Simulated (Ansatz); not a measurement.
Relaxing Sn₃P₂

Method: DFT PBE, scalar-relativistic, plane waves, PAW in Ansatz 0.2.0. Cutoff 420 eV, Γ-centred k mesh, Gaussian smearing, no spin polarisation in the final step.

The start puts Sn₃P₂ on the anti-corundum structure type (R-3c, No. 167), with P in place of Al, Sn in place of O, at a guessed volume.

```yaml
crystal:
  lattice:
    - [3.30335, 1.90719, 6.01259]
    - [-3.30335, 1.90719, 6.01259]
    - [0.00000, -3.81438, 6.01259]
  atoms:
    - { symbol: Sn, position: [0.05625, 0.44375, 0.75000] }
    - { symbol: Sn, position: [0.75000, 0.05625, 0.44375] }
    - { symbol: Sn, position: [0.44375, 0.75000, 0.05625] }
    - { symbol: Sn, position: [0.94375, 0.55625, 0.25000] }
    - { symbol: Sn, position: [0.25000, 0.94375, 0.55625] }
    - { symbol: Sn, position: [0.55625, 0.25000, 0.94375] }
    - { symbol: P, position: [0.85218, 0.85218, 0.85218] }
    - { symbol: P, position: [0.64782, 0.64782, 0.64782] }
    - { symbol: P, position: [0.14782, 0.14782, 0.14782] }
    - { symbol: P, position: [0.35218, 0.35218, 0.35218] }
```

Cell and atoms relax at zero pressure; the relaxation can't lower the symmetry of the start. After a coarse first stage the cell is made exact in the group found at 0.06 Å.

The zero of energy is the elements' standard structures at the same level; no fitted shifts are applied.

What does it relax into?

It keeps R-3c (No. 167). The result has the corundum structure. Conventional cell: a = 7.312 Å, c = 17.238 Å. Sn has 4 P at 2.79–2.85 Å; P is coordinated by 6 Sn at 2.79–2.85 Å.

```cif
data_structure
_symmetry_space_group_name_H-M 'R-3c:H'
_symmetry_Int_Tables_number 167
_cell_length_a 7.3123
_cell_length_b 7.3123
_cell_length_c 17.2384
_cell_angle_alpha 90.000
_cell_angle_beta 90.000
_cell_angle_gamma 120.000
_cell_volume 798.24
loop_
_atom_site_label
_atom_site_type_symbol
_atom_site_symmetry_multiplicity
_atom_site_Wyckoff_symbol
_atom_site_fract_x
_atom_site_fract_y
_atom_site_fract_z
_atom_site_occupancy
Sn1 Sn 18 e 0.28295 0.00000 0.25000 1
P1 P 12 c 0.33333 0.66667 0.03044 1
```

What are its volume, energy, density and gap?

The volume per atom is 26.61 Å³ and the density is 5.22 g/cm³. The energy over the elements is 0.19 eV/atom and the gap on the 6×6×6 mesh is 0 eV (a metal).

The final run used a 6×6×6 mesh on its 10-atom cell and 0.10 eV smearing. For metals, differences of a few meV/atom aren't resolved. A structure relaxed within its symmetry needn't be a true minimum. The steps took of the order of 6 core-minutes in all.